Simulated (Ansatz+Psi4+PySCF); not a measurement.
Two shapes of triplet C₄.

Shape 1:

```xyz
4

C     0.0206   -0.0178   -1.9374
C     0.0081   -0.0175   -0.6220
C    -0.0245    0.0115    0.6320
C     0.0098   -0.0229    1.9332
```

Shape 2:

```xyz
4

C     0.0059    0.0013   -1.9580
C     0.0076   -0.0008   -0.6386
C     0.0044    0.0089    0.6452
C    -0.0029   -0.0053    1.9420
```

Basis set: cc-pVTZ (spherical functions). Left uncorrelated: 4 orbitals. Correlation on ROHF uses semicanonical orbitals with singles. Charge 0, multiplicity 3.

Computed with Ansatz (development build ahead of 0.2.0) and Psi4 1.11 and PySCF 2.14.0; each method stands on the lowest determinant of its kind that the runs found.

Question: Which shape is lower in energy, and by how much in each method?

Answer:

```
      method  E(2) − E(1) (eV)
        ROHF            -0.029
         UHF            -0.005
     UHF-MP2            -0.046
   ROHF-CCSD            -0.039
ROHF-CCSD(T)            -0.048
```

Shape 2 is lower. Caution for ROHF, ROHF-CCSD, ROHF-CCSD(T): an unrestricted determinant lies well below. Caution for UHF, UHF-MP2: the unrestricted determinant is spin contaminated. Caution for UHF-MP2: large share of triples, a single reference is doubtful. Caution for ROHF-CCSD, ROHF-CCSD(T): large amplitudes, a single reference is doubtful.
